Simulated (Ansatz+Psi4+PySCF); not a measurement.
Two shapes of doublet C₂H₆(+).

Shape 1:

```xyz
8

C    -0.0065    0.0075    0.7609
C    -0.0080    0.0060   -0.7629
H    -0.0044    1.0176    1.1661
H    -0.8808   -0.4996    1.1574
H     0.8731   -0.5121    1.1547
H    -0.0002   -1.0260   -1.1643
H    -0.8802    0.5001   -1.1547
H     0.8866    0.5004   -1.1576
```

Shape 2:

```xyz
8

C     0.0000    0.0000    0.7622
C     0.0000    0.0000   -0.7622
H     0.0000    1.0190    1.1572
H    -0.8824   -0.5095    1.1572
H     0.8824   -0.5095    1.1572
H     0.0000   -1.0190   -1.1572
H    -0.8824    0.5095   -1.1572
H     0.8824    0.5095   -1.1572
```

Basis set: cc-pVTZ (spherical functions). Charge 1, multiplicity 2.

Computed with Ansatz (development build ahead of 0.2.0); each method stands on the lowest determinant of its kind that the runs found.

(1) Which shape is lower in energy, and by how much in each method?

Results:

(1)

```
method  E(2) − E(1) (eV)
  ROHF            -0.036
   UHF            -0.036
```

Shape 2 is lower.
